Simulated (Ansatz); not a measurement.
# SF (SMILES F[S]): the vertical ionisation energy from total energies

The species is SF (2 atoms), meant as a doublet with charge 0. SMILES: `F[S]`. Geometry: relaxed at GFN2-xTB.

```tsv
atom	x (Å)	y (Å)	z (Å)
F	0.0000	0.0000	0.0000
S	0.0000	0.0000	1.6265
```

Both states at this one shape; open shells run unrestricted unless said. 1 Eh = 27.2114 eV.

```tsv
level	program	doublet SF (Eh)	singlet SF+ (Eh)
U-r2SCAN/STO-3G	Ansatz	-492.048799	-491.735369
U-r2SCAN0/STO-3G	Ansatz	-492.051855	-491.725261
UPBE0/STO-3G	Ansatz	-491.880661	-491.562601
```

Q: Work out the vertical ionisation energy at each level.

A: 
1. U-r2SCAN/STO-3G: -491.735369 − (-492.048799) = 0.313430 Eh = 8.53 eV.
2. U-r2SCAN0/STO-3G: -491.725261 − (-492.051855) = 0.326594 Eh = 8.89 eV.
3. UPBE0/STO-3G: -491.562601 − (-491.880661) = 0.318060 Eh = 8.65 eV.

No measured value is set beside it here; the levels span 8.53 to 8.89 eV. Minimal sets are far from the basis-set limit.
